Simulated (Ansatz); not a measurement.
A made-up structure of CH$_{4}$OS, closed shell:

```csv
atom,x (Å),y (Å),z (Å)
O1,-1.0749,-0.5153,-0.0491
C2,-0.1061,0.4951,-0.0106
S3,1.3043,-0.2456,-0.1905
H4,-0.8659,-1.1346,-0.8547
H5,0.0677,1.2401,-0.8404
H6,-0.3219,1.1014,0.9649
H7,0.9968,-0.9410,0.9804
```

It is relaxed with PBE-D4/def2-SVP and then PBE0-D4/def2-TZVP (Ansatz 0.2.0). Atoms count as bonded within 1.22 times the sum of their covalent radii (H–H: 0.88 Å). The end point is not checked to be a true minimum.

Task: Does its bonding change? (Judge from chemistry; the calculation decides.)

Result: Computed: No: no bond forms or breaks.

Where it ends: The first stage lowers the energy by 1.39 eV in 7 steps. It ends as CH₄OS ([OH][CH2][SH]):
```xyz
7
angstrom
O -1.2153 -0.4168 -0.1646
C -0.1489 0.4719 -0.0374
S 1.4898 -0.3059 -0.0228
H -1.0491 -0.9802 -0.9269
H -0.0944 1.1910 -0.8637
H -0.3048 1.0217 0.8896
H 1.3228 -0.9816 1.1257
```

Labels in which every atom is bracketed show which atoms are joined, not bond orders.

For scale, one of the runs: PBE0-D4/def2-TZVP relaxation, 123 basis functions, launched by `ansatz run in.yaml --threads 2 --pin off --events-out ev --progress --plain --max-ram 4352MiB`. Hardware: 2 CPU threads of an Arm Neoverse V1, shared host. Wall time about 13 s.
